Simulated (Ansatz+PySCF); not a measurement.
A calculation with PySCF 2.14.0.

```python
from pyscf import gto, scf, cc

mol = gto.M(atom="""
P 0.000000 0.000000 0.000000
O 0.000000 0.000000 1.880000
""", basis='6-31g', charge=0, spin=1)
mf = scf.UHF(mol)
mf.kernel()
mycc = cc.CCSD(mf, frozen=6).run()
et = mycc.ccsd_t()
print(mf.e_tot, mycc.e_corr, et, mycc.e_tot + et)
```

The script is written out from the run's settings.

The run gave:

```yaml
Converged: yes
Reference_energy: -415.38932 hartree
CCSD_correlation_energy: -0.23371 hartree
Triples_correction: -0.01723 hartree
Total_energy: -415.64025 hartree
Spin_squared_of_the_determinant: 0.794
```

The reference isn't the lowest determinant (another lies 2.29 eV lower), but the same method gives a higher total on the lower determinant. Caution: large share of triples, a single reference is doubtful.
